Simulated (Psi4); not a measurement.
# OH (SMILES [OH]): UCCSD/aug-cc-pVTZ

Aim: the vertical doublet–quartet gap of OH at UCCSD/aug-cc-pVTZ, from 2 runs. 

Program for the calculation: Psi4 1.11.

## (1) The structure to begin with

OH has 2 atoms, charge 0, and is taken as a doublet. As SMILES, `[OH]`. Geometry: relaxed at PBE0-D4/def2-TZVP.

Bond lengths: O1–H2 0.973 Å.

## (2) The energy at UCCSD/aug-cc-pVTZ

The input, run_ase.py:

```python
import numpy as np
from ase.calculators.psi4 import Psi4
from ase import Atoms

mol = Atoms(['O', 'H'], positions=[
    [0.415880, -0.133150, 0.214550],
    [-0.415880, 0.133150, -0.214550],
])
calc = Psi4(atoms=mol, method='ccsd', basis='aug-cc-pVTZ', memory='2200MB', num_threads=1, charge=0, multiplicity=2, label='calc', reference='uhf')
calc.psi4.set_options({'puream': True, 'e_convergence': 1e-09, 'd_convergence': 1e-08, 'scf_type': 'pk', 'num_frozen_docc': 1, 'maxiter': 100})
mol.calc = calc

print(f'energy: {mol.get_potential_energy():.6f} eV')
```

Launch:

```
$ python run_ase.py
```

calc.dat:

```text
[...]
  Running in c1 symmetry.
[...]
  Nuclear repulsion =    4.350574239688279
[...]
  Multiplicity = 2
[...]
  Nalpha       = 5
  Nbeta        = 4
[...]
    Number of basis functions: 69
[...]
   @UHF iter   1:   -75.39738199122469   -7.48489e-01   3.34280e-03 ADIIS/DIIS
[...]
   @UHF iter  11:   -75.42151449135079   -2.58495e-11   8.80136e-09 DIIS
[...]
   @S^2 Observed:                7.571303205E-01
[...]
    Orbital Energies [Eh]
    ---------------------
    Alpha Occupied:
       1A    -20.641369     2A     -1.389189     3A     -0.682032
       4A     -0.658500     5A     -0.561604
    Alpha Virtual:
       6A      0.029803     7A      0.136305     8A      0.152845
       9A      0.162184    10A      0.183804    11A      0.262413
      12A      0.268551    13A      0.275063    14A      0.425656
      15A      0.629535    16A      0.638676    17A      0.649283
      18A      0.714500    19A      0.729188    20A      0.854131
      21A      0.874749    22A      0.881406    23A      0.927186
      24A      0.937636    25A      0.938708    26A      0.980750
[...]
  @UHF Final Energy:   -75.42151449135079
   => Energetics <=
    Nuclear Repulsion Energy =              4.3505742396882789
    One-Electron Energy =                -112.6274997751430647
    Two-Electron Energy =                  32.8554110441039811
    Total Energy =                        -75.4215144913507913
  UHF NO Occupations:
  HONO-2 :    3  A 1.9991881
  HONO-1 :    4  A 1.9978662
[...]
 Multipole Moments:
 ------------------------------------------------------------------------------------
     Multipole            Electronic (a.u.)      Nuclear  (a.u.)        Total (a.u.)
 ------------------------------------------------------------------------------------
 L = 1.  Multiply by 2.5417464519 to convert [e a0] to [Debye]
 Dipole X            :          0.1401619           -0.7332936           -0.5931317
 Dipole Y            :         -0.0448749            0.2347746            0.1898997
 Dipole Z            :          0.0723087           -0.3783018           -0.3059931
 Magnitude           :                                                    0.6939012
[...]
      * MP2 total energy                      =  -75.626325227817517
[...]
      * CCSD total energy                     =  -75.639692387709744
```

Standard output:

```text
energy: -2058.260868 eV
```

It took 8.7 s on 1 thread of Intel Xeon 6975P-C (Granite Rapids), shared host; peak memory 0.48 GiB.

## (3) The quartet, same level

The input, ho.in:

```
memory 2.2 GB

molecule system {
  0 4
  O      0.415880    -0.133150     0.214550
  H     -0.415880     0.133150    -0.214550
  units angstrom
  symmetry c1
}

set basis aug-cc-pVTZ
set reference uhf
set puream true
set e_convergence 1e-09
set d_convergence 1e-08
set scf_type pk
set num_frozen_docc 1
set maxiter 100

energy("ccsd")
print_variables()
```

Launch:

```
$ psi4 ho.in ho.out -n 1
```

ho.out:

```text
[...]
  Running in c1 symmetry.
[...]
  Nuclear repulsion =    4.350574239688279
[...]
  Multiplicity = 4
[...]
  Nalpha       = 6
  Nbeta        = 3
[...]
    Number of basis functions: 69
[...]
   @UHF iter   1:   -75.10678574877642   -4.57893e-01   5.40956e-03 DIIS/ADIIS
[...]
   @UHF iter  12:   -75.19506815574202   -5.67013e-12   3.79922e-09 DIIS
[...]
   @S^2 Observed:                3.759556761E+00
[...]
    Orbital Energies [Eh]
    ---------------------
    Alpha Occupied:
       1A    -20.945067     2A     -1.698930     3A     -0.942989
       4A     -0.930220     5A     -0.930220     6A     -0.197046
    Alpha Virtual:
       7A      0.066900     8A      0.097525     9A      0.097525
      10A      0.119013    11A      0.206230    12A      0.239263
      13A      0.239263    14A      0.363205    15A      0.531705
      16A      0.531705    17A      0.557333    18A      0.637102
      19A      0.637102    20A      0.743782    21A      0.743782
      22A      0.782223    23A      0.815074    24A      0.895753
      25A      0.895753    26A      0.936209    27A      0.936209
[...]
  @UHF Final Energy:   -75.19506815574202
   => Energetics <=
    Nuclear Repulsion Energy =              4.3505742396882789
    One-Electron Energy =                -110.4152164469346928
    Two-Electron Energy =                  30.8695740515043973
    Total Energy =                        -75.1950681557420069
  UHF NO Occupations:
  HONO-2 :    4  A 1.0000000
  HONO-1 :    5  A 1.0000000
[...]
 Multipole Moments:
 ------------------------------------------------------------------------------------
     Multipole            Electronic (a.u.)      Nuclear  (a.u.)        Total (a.u.)
 ------------------------------------------------------------------------------------
 L = 1.  Multiply by 2.5417464519 to convert [e a0] to [Debye]
 Dipole X            :          0.0000000            0.0000000            0.0000000
 Dipole Y            :         -0.0000000           -0.0000000           -0.0000000
 Dipole Z            :          2.1709865           -0.8578758            1.3131107
 Magnitude           :                                                    1.3131107
[...]
      * MP2 total energy                      =  -75.348842571988996
[...]
      * CCSD total energy                     =  -75.367230858188663
[...]
```

Wall time 8.4 s (1 thread of Intel Xeon 6975P-C (Granite Rapids), shared host); peak memory 0.49 GiB.

## (4) What came out

Level: UCCSD/aug-cc-pVTZ, 1 core orbital frozen.

```
                                                           quantity         value
                                              doublet: total energy  -75.63969 Eh
doublet: HOMO energy (Hartree–Fock orbitals) (highest over α and β)     -13.97 eV
 doublet: LUMO energy (Hartree–Fock orbitals) (lowest over α and β)       0.81 eV
                doublet: correlation energy (1 core orbital frozen)    -218.2 mEh
                         doublet: ⟨S²⟩ of the reference determinant         0.757
                                             doublet: T1 diagnostic         0.014
                                              quartet: total energy  -75.36723 Eh
quartet: HOMO energy (Hartree–Fock orbitals) (highest over α and β)      -5.36 eV
 quartet: LUMO energy (Hartree–Fock orbitals) (lowest over α and β)      -1.89 eV
                quartet: correlation energy (1 core orbital frozen)    -172.2 mEh
                         quartet: ⟨S²⟩ of the reference determinant         3.760
                                             quartet: T1 diagnostic         0.020
                   vertical energy of the quartet above the doublet      7.414 eV
```

What this shows: At this shape the quartet lies 7.41 eV (715 kJ/mol) above the doublet.
